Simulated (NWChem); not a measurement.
Everything below was run with NWChem. System: silicon monoxide (OSi), charge 0, spin multiplicity 1, at a geometry optimised with PBE/def2-SVP. Level: RHF/def2-TZVP.

Input file:

```
start mol
memory heap 200 mb stack 800 mb global 1000 mb
geometry units angstroms nocenter noautoz
  Si     0.000000     0.000000     0.561877
  O      0.000000     0.000000    -0.983285
  symmetry group C2v
end
basis spherical
  * library def2-tzvp
end
scf
  rhf
  nopen 0
  maxiter 100
  thresh 1e-7
  semidirect memsize 60000000 filesize 0
end
task scf energy
```

Part of the output:

```
             Northwest Computational Chemistry Package (NWChem) 7.3.0
             --------------------------------------------------------

                                NWChem Input Module
                                -------------------

 Scaling coordinates for geometry "geometry" by  1.889725989
 (inverse scale =  0.529177249)

 Turning off AUTOSYM since
 SYMMETRY directive was detected!

                             Geometry "geometry" -> ""
                             -------------------------

 Output coordinates in angstroms (scale by  1.889725989 to convert to a.u.)

  No.       Tag          Charge          X              Y              Z
 ---- ---------------- ---------- -------------- -------------- --------------
    1 Si                  14.0000     0.00000000     0.00000000     0.56187700
    2 O                    8.0000     0.00000000     0.00000000    -0.98328500

 Effective nuclear repulsion energy (a.u.)      38.3570472792

            Nuclear Dipole moment (a.u.)
            ----------------------------
        X                 Y               Z
 ---------------- ---------------- ----------------
     0.0000000000     0.0000000000    -0.0000037795

      Symmetry information
      --------------------

 Group name             C2v
 Group number             16
 Group order               4
 No. of unique centers     2

      Symmetry unique atoms

     1    2


 Summary of "ao basis" -> "" (spherical)
 ------------------------------------------------------------------------------
       Tag                 Description            Shells   Functions and Types
 ---------------- ------------------------------  ------  ---------------------
 *                         def2-tzvp                  on all atoms

 Summary of "ao basis" -> "ao basis" (spherical)
 ------------------------------------------------------------------------------
       Tag                 Description            Shells   Functions and Types
 ---------------- ------------------------------  ------  ---------------------
 Si                        def2-tzvp                13       37   5s5p2d1f
[...]
              MO Center=  6.4D-17, -7.6D-31, -7.5D-01, r^2= 1.0D+00
   Bfn.  Coefficient  Atom+Function         Bfn.  Coefficient  Atom+Function
  ----- ------------  ---------------      ----- ------------  ---------------
    43      0.398897  2 O  px                46      0.365041  2 O  px
    49      0.236609  2 O  px                15      0.186964  1 Si px

 Vector   11  Occ=2.000000D+00  E=-4.371723D-01  Symmetry=a1
              MO Center= -1.7D-16,  4.5D-17,  5.5D-01, r^2= 2.2D+00
   Bfn.  Coefficient  Atom+Function         Bfn.  Coefficient  Atom+Function
  ----- ------------  ---------------      ----- ------------  ---------------
     5      0.479793  1 Si s                  4      0.373438  1 Si s
    17      0.300423  1 Si pz                45     -0.264104  2 O  pz
    48     -0.232766  2 O  pz                 3     -0.225720  1 Si s
    51     -0.158951  2 O  pz

 Vector   12  Occ=0.000000D+00  E= 3.547579D-02  Symmetry=b1
              MO Center= -1.8D-15, -1.7D-30,  7.1D-01, r^2= 3.6D+00
   Bfn.  Coefficient  Atom+Function         Bfn.  Coefficient  Atom+Function
  ----- ------------  ---------------      ----- ------------  ---------------
    18      0.761419  1 Si px                15      0.269264  1 Si px
    49     -0.266512  2 O  px                43     -0.175067  2 O  px

 Vector   13  Occ=0.000000D+00  E= 3.547579D-02  Symmetry=b2
              MO Center= -1.2D-31, -7.8D-16,  7.1D-01, r^2= 3.6D+00
   Bfn.  Coefficient  Atom+Function         Bfn.  Coefficient  Atom+Function
  ----- ------------  ---------------      ----- ------------  ---------------
    19      0.761419  1 Si py                16      0.269264  1 Si py
    50     -0.266512  2 O  py                44     -0.175067  2 O  py

 Vector   14  Occ=0.000000D+00  E= 1.308228D-01  Symmetry=a1
              MO Center=  1.3D-15,  6.4D-16,  6.1D-01, r^2= 5.5D+00
   Bfn.  Coefficient  Atom+Function         Bfn.  Coefficient  Atom+Function
  ----- ------------  ---------------      ----- ------------  ---------------
    20      1.337840  1 Si pz                42      1.256187  2 O  s
     5     -0.930155  1 Si s                 51      0.255412  2 O  pz
    41     -0.178736  2 O  s                 40      0.155659  2 O  s

 center of mass
 --------------
 x =   0.00000000 y =   0.00000000 z =  -0.00034216

 moments of inertia (a.u.)
 ------------------
          86.766669499001           0.000000000000           0.000000000000
           0.000000000000          86.766669499001           0.000000000000
           0.000000000000           0.000000000000           0.000000000000

  Mulliken analysis of the total density
  --------------------------------------

    Atom       Charge   Shell Charges
 -----------   ------   -------------------------------------------------------
    1 Si  14    13.41   2.00  0.59  1.38  1.05  0.80  4.10  1.74  0.43  0.79  0.24  0.12  0.12  0.04
    2 O    8     8.59   0.79  1.18  0.59  0.96  0.30  1.78  1.98  0.99  0.00  0.02  0.00

       Multipole analysis of the density wrt the origin
       ------------------------------------------------

     L   x y z        total         open         nuclear
     -   - - -        -----         ----         -------
     0   0 0 0     -0.000000      0.000000     22.000000

     1   1 0 0     -0.000000      0.000000      0.000000
     1   0 1 0     -0.000000      0.000000      0.000000
     1   0 0 1      1.518038      0.000000     -0.000004

     2   2 0 0    -11.952866      0.000000      0.000000
     2   1 1 0     -0.000000      0.000000      0.000000
     2   1 0 1      0.000000      0.000000      0.000000
     2   0 2 0    -11.952866      0.000000      0.000000
     2   0 1 1      0.000000      0.000000      0.000000
     2   0 0 2    -15.787150      0.000000     43.405129

 Task  times  cpu:        1.0s     wall:        1.0s

 Total times  cpu:        1.0s     wall:        1.0s
```
